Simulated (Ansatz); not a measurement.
# AlMgH₃ (singlet): wave-function methods side by side at distance Mg2–H5 = 2.813 Å, 6-31G

Aim: climb from Hartree-Fock through coupled cluster and multireference methods for AlMgH₃ (singlet) at one geometry and basis, and see what each rung misses.

Program: Ansatz 0.2.0, Gaussian basis. Level of theory: 6-31G, core rule «outside noble gas», up to 10 orbitals frozen. These are calculated values, not measurements.

To be run: UHF; CCSD(T) on RHF; CCSD(T) on UHF; BCCD(T) on RHF; CISD; CCSDT(Q) on RHF; CCSDT(Q) on UHF; CCSDTQ on RHF; CASSCF and MRCISD+Q, 2 electrons in 2 orbitals; CASSCF and NEVPT2, 2 electrons in 2 orbitals; CASSCF and MRCISD+Q, 8 electrons in 11 orbitals; CASSCF and NEVPT2, 8 electrons in 11 orbitals; Full CI.

28 further runs of the same task are left out: 1 for a known fault of the program, 17 that didn't finish, 10 set aside as unsound or not needed. Runs told in other sessions of the task aren't counted.

**1. The system**

The geometry derives from a PBE0/def2-TZVP stationary point (not a proven minimum). One bond is set to the value named and the two fragments are kept rigid.

5 atoms, charge 0, spin multiplicity 1.

Atoms are counted from 1 here; the program's logs count them from 0.

Bond lengths: Al1–H3 1.602 Å, Al1–H4 1.602 Å. Angles: H3–Al1–H4 113.1°.

**2. UHF**

The input, in.yaml:

```yaml
crystal:
  periodic: [false, false, false]
  atoms:
    - {symbol: Al, position_ang: [0.000000, 0.000000, 1.296945]}
    - {symbol: Mg, position_ang: [0.000000, 0.000000, -1.444017]}
    - {symbol: H, position_ang: [0.000000, 1.336907, 2.179734]}
    - {symbol: H, position_ang: [0.000000, -1.336907, 2.179734]}
    - {symbol: H, position_ang: [0.000000, 0.000000, -4.257017]}
basis:
  gaussian: {orbitals: 6-31G}
magnetization: {spin_polarized: true, initial_magnetization: 0}
hamiltonian: {xc: hf}
output: {orbitals: {seedname: orbitals}}
```

The run is started by

```console
$ ansatz run in.yaml --threads 1 --pin off --events-out ev --progress --plain --max-ram 2393MiB
```

The runs that follow: CCSD(T) on RHF; CCSD(T) on UHF; BCCD(T) on RHF; CISD; CCSDT(Q) on RHF; CCSDT(Q) on UHF; CCSDTQ on RHF; CASSCF and MRCISD+Q, 2 electrons in 2 orbitals; CASSCF and NEVPT2, 2 electrons in 2 orbitals; CASSCF and MRCISD+Q, 8 electrons in 11 orbitals; CASSCF and NEVPT2, 8 electrons in 11 orbitals; Full CI.

**Question.** What will the summary of the whole plan be? Wanted: FCI from the RHF energy; RMP2 from FCI; UMP2 from FCI; RCCSD from FCI; RCCSD(T) from FCI; UCCSD(T) from FCI; RCCSDT(Q) from FCI; UCCSDT(Q) from FCI; NEVPT2 pair from FCI.

As calculated:

| quantity | value |
| --- | --- |
| FCI from the RHF energy | -2.7455 eV |
| RMP2 from FCI | +23.94 kcal/mol |
| UMP2 from FCI | +25.67 kcal/mol |
| RCCSD from FCI | +2.04 kcal/mol |
| RCCSD(T) from FCI | +0.74 kcal/mol |
| UCCSD(T) from FCI | +1.05 kcal/mol |
| RCCSDT(Q) from FCI | +0.03 kcal/mol |
| UCCSDT(Q) from FCI | +0.05 kcal/mol |
| NEVPT2 pair from FCI | +14.02 kcal/mol |
| MRCISD+Q pair from FCI | -0.02 kcal/mol |
| NEVPT2 valence from FCI | +3.13 kcal/mol |
| levels within 1 kcal/mol (43 meV) | RCCSD(T), BCCD(T), RCCSDT, UCCSDT, RCCSDT(Q), UCCSDT(Q), RCCSDTQ, MRCISD+Q pair, MRCISD valence, MRCISD+Q valence |
| T1 diagnostic | 0.036 |
| effectively unpaired electrons | 0.27 |

RCCSD(T) misses by +0.74 kcal/mol, 1.2 % of the correlation energy. The occupations show static correlation (0.27 effectively unpaired electrons where one determinant has 0). Of the multireference levels listed MRCISD+Q pair comes nearest in total energy (-0.02 kcal/mol), which doesn't show that its space is the better one. These misses are within one basis, not against nature.
